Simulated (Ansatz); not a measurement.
## Which is lower?

Two relaxed structures of C2H6N (charge +1), closed shell (PBE0-D4/def2-TZVP; forces vanish, vibrations not checked).

A:

```xyz
9
angstrom
C -0.6299 0.7589 -0.4874
C 0.5168 -0.0421 -0.0782
N 0.4546 -1.0219 0.7424
H -1.5675 0.4491 -0.0280
H -0.7104 0.7179 -1.5807
H -0.4212 1.8101 -0.2536
H 1.5022 0.1859 -0.4815
H 1.2789 -1.5537 1.0002
H -0.4235 -1.3042 1.1668
```

B:

```json
{"atom": "C1", "x (Å)": "-0.2233", "y (Å)": "0.9170", "z (Å)": "-0.4923"}
{"atom": "C2", "x (Å)": "0.4166", "y (Å)": "-0.2192", "z (Å)": "-0.3335"}
{"atom": "N3", "x (Å)": "0.3640", "y (Å)": "-0.9435", "z (Å)": "0.9503"}
{"atom": "H4", "x (Å)": "-0.2093", "y (Å)": "-0.4405", "z (Å)": "1.6323"}
{"atom": "H5", "x (Å)": "-0.1688", "y (Å)": "1.4292", "z (Å)": "-1.4447"}
{"atom": "H6", "x (Å)": "-0.8154", "y (Å)": "1.3830", "z (Å)": "0.2890"}
{"atom": "H7", "x (Å)": "1.0179", "y (Å)": "-0.7236", "z (Å)": "-1.0778"}
{"atom": "H8", "x (Å)": "1.2987", "y (Å)": "-1.0598", "z (Å)": "1.3547"}
{"atom": "H9", "x (Å)": "-0.0367", "y (Å)": "-1.8802", "z (Å)": "0.8371"}
```

Computed with Ansatz 0.2.0 (basis: def2-TZVPP); correlated methods freeze the cores. B3LYP uses VWN-RPA correlation.

Task: Which structure is lower at CCSD(T), and by how much? (An estimate is asked for; the value comes from the calculation.)

Result: The calculation gives: A, by 0.587 eV (electronic energy, against the other). By their contacts, A is C₂H₆N ([CH3][CH][NH2]), total charge +1 and B is C₂H₆N ([CH2][CH][NH3]), total charge +1.

All methods give the same order:

```json
{"method": "PBE-D4", "E(B) − E(A) (eV)": "0.684"}
{"method": "r2SCAN-D4", "E(B) − E(A) (eV)": "0.709"}
{"method": "PBE0-D4", "E(B) − E(A) (eV)": "0.685"}
{"method": "B3LYP-D4", "E(B) − E(A) (eV)": "0.678"}
{"method": "wB97M-V", "E(B) − E(A) (eV)": "0.653"}
{"method": "HF", "E(B) − E(A) (eV)": "0.764"}
{"method": "MP2", "E(B) − E(A) (eV)": "0.589"}
{"method": "CCSD", "E(B) − E(A) (eV)": "0.601"}
{"method": "CCSD(T)", "E(B) − E(A) (eV)": "0.587"}
```

The T1 diagnostic stays at or below 0.014.

Labels in which every atom is bracketed show which atoms are joined, not bond orders.

For scale, one of the runs: CCSD(T)/def2-TZVPP, 177 basis functions, launched by `ansatz run in.yaml --threads 2 --pin off --events-out ev --progress --plain --max-ram 4352MiB`. Time: 29 s of wall clock on 2 CPU threads of an Arm Neoverse V1; the host was shared. Peak host memory: 1.7 GiB.
